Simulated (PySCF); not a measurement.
# H4P2 (P2H4): the cost of one run

Programs: PySCF 2.14.0, with density-fitted response routines of our own. Each step states its level of theory. These are calculated values for one molecule in the gas phase, unless marked as measured. Atoms are numbered from 0 throughout.

## 1. The starting structure

6 atoms, charge 0, multiplicity 1; geometry from: GFN2-xTB.

Bonds of the start (Å): P0–P1 2.15, P0–H2 1.40, P0–H3 1.40, P1–H4 1.40, P1–H5 1.40.

## 2. Relaxing the molecule at PBE0-D3(BJ)/def2-SVP

The job: settings as JSON, then the geometry in Å.

```
{"job": {"xc": "PBE0", "basis": "def2-SVP", "d3": "d3bj", "grid": 1, "kind": "geom"}, "charge": 0, "multiplicity": 1}
P      0.497472     0.902146    -0.315961
P     -0.496890    -0.904574     0.303703
H      1.356077     0.919040     0.783877
H      1.436804     0.231030    -1.099554
H     -1.363589    -0.915320    -0.789983
H     -1.426751    -0.230331     1.096344
```

Run with:

```console
$ OMP_NUM_THREADS=1 python probes_run.py task.json out
```

One launch serves the whole session: the jobs run in the order shown.

**Question.** How long does this first job take on 1 thread of Intel Xeon Platinum 8488C, shared host, and how much memory does it need?

About 5.3 s, with a peak of 0.28 GiB.
